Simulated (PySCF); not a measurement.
Species: allene, C3H4 (charge 0, singlet). 
Coordinates optimised at B3LYP-D3(BJ)/def2-TZVP (Ansatz):
SMILES: C=C=C
```xyz
7

C      0.0000     0.0000     0.0000
C     -0.0052     0.0000     1.3001
C      0.0052     0.0000    -1.3001
H     -0.0108     0.9262     1.8632
H     -0.0040    -0.9263     1.8631
H      0.9337     0.0035    -1.8595
H     -0.9188    -0.0034    -1.8668
```
Charge 0, spin multiplicity 1.

Dispersion corrections to the total energy (kcal/mol) from the dftd3 and dftd4 libraries through PySCF: D3(BJ) without and D4 with the three-body term, each with the damping fitted for the functional named.

| functional | D3(BJ) | D4 |
|---|---|---|
| LC-wPBE | -1.93 | -2.13 |
| B2PLYP | -1.66 | (withheld) |
| B3LYP | -3.71 | (withheld) |
| BHLYP | -2.83 | (withheld) |
| HSE06 | -1.30 | -1.47 |
| B2GP-PLYP | -1.21 | -0.79 |
| PBE | -2.17 | -1.93 |

### Question
What belongs in the gaps?

### Answer

- B2PLYP, D4: -1.34
- B3LYP, D4: -3.10
- BHLYP, D4: -2.12
